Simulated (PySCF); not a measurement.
# J couplings in cyclobutanol

Geometry:
```csv
atom,x (Å),y (Å),z (Å)
O1,1.380,1.511,-0.256
C2,0.506,0.598,0.331
C3,-0.923,0.621,-0.217
C4,-0.955,-0.911,-0.056
C5,0.586,-0.895,-0.053
H6,2.227,1.456,0.197
H7,0.488,0.704,1.434
H8,-1.675,1.232,0.303
H9,-0.893,0.912,-1.278
H10,-1.361,-1.210,0.923
H11,-1.461,-1.501,-0.834
H12,0.984,-0.977,-1.076
H13,1.129,-1.591,0.604
```

Couplings: B3LYP/pcJ-1 (without the spin–dipole term) in PySCF, geometry PBE0-D3(BJ)/def2-SVP; gas phase, one conformer, non-relativistic. Couplings are averaged over pairs made equivalent by symmetry, fast rotation or ring inversion, so a value needn't be that of the named pair in this geometry, while other rotamers aren't included; one pair stands for each set, and the list holds a selection of those of at least 0.8 Hz over up to four bonds, among pairs with at least one C or H atom (others weren't computed).

Isotopes: 13C, 1H, 17O. Couplings to quadrupolar nuclei such as 17O and 33S are rarely resolved in practice.

```tsv
pair	bonds	J (Hz)
O1, C2	1	23.0
O1, H6	1	?
C2, C3	1	32.6
C2, H7	1	145.7
C3, C4	1	?
C3, H8	1	144.8
C3, H9	1	138.4
C4, H10	1	138.3
C4, H11	1	?
O1, C3	2	-5.3
C2, C4	2	-5.7
C2, H6	2	-3.0
C2, H8	2	-2.5
C2, H9	2	?
C3, H11	2	-2.5
C4, H8	2	-1.9
O1, H9	3	-3.3
C2, H11	3	17.0
C3, H12	3	?
C3, H13	3	14.2
H7, H8	3	7.4
H9, H10	3	12.4
H9, H11	3	?
O1, H11	4	?
H7, H11	4	-1.3
H8, H12	4	?
```

Q: Estimate the withheld couplings, with signs.

A: 
- 1J(O1,H6) = -71.9 Hz (bond length 0.962 Å)
- 1J(C3,C4) = 29.2 Hz (bond length 1.541 Å)
- 1J(C4,H11) = 148.0 Hz (bond length 1.099 Å, sp3 carbon)
- 2J(C2,H9) = -6.6 Hz (angle at C3 109°)
- 3J(C3,H12) = 1.8 Hz
- 3J(H9,H11) = 10.6 Hz (dihedral angle 32°)
- 4J(O1,H11) = -1.6 Hz
- 4J(H8,H12) = -1.0 Hz
